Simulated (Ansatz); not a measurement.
Molecule: HS, charge 0, multiplicity 2. SMILES: [SH]
Geometry: optimised at B3LYP-D3(BJ)/def2-TZVP (Ansatz, a first-principles code).

Parts of the frozen-core correlation energy in cc-pV(D+d)Z (Ansatz, hartree). Frozen orbitals: 5; correlated occupied orbitals by spin: 4 and 3; virtual: 19 and 20. UHF or UKS for open shells. No spin-orbit coupling. Non-relativistic.

```
term                            value
-------------------------  ----------
reference (HF)             -398.09119
MP2 opposite-spin          (withheld)
MP2 same-spin              (withheld)
CCSD correlation           (withheld)
(T)                          -0.00249
CCSDT minus CCSD(T)          -0.00046
CCSDT(Q) minus CCSD(T)       -0.00062
T1 diagnostic                   0.009
largest doubles amplitude       0.056
<S^2> of the reference          0.760
```

**Question.** What belongs in the gaps?

**Answer.** 
- MP2 opposite-spin, value: -0.08848
- MP2 same-spin, value: -0.02512
- CCSD correlation, value: -0.13625
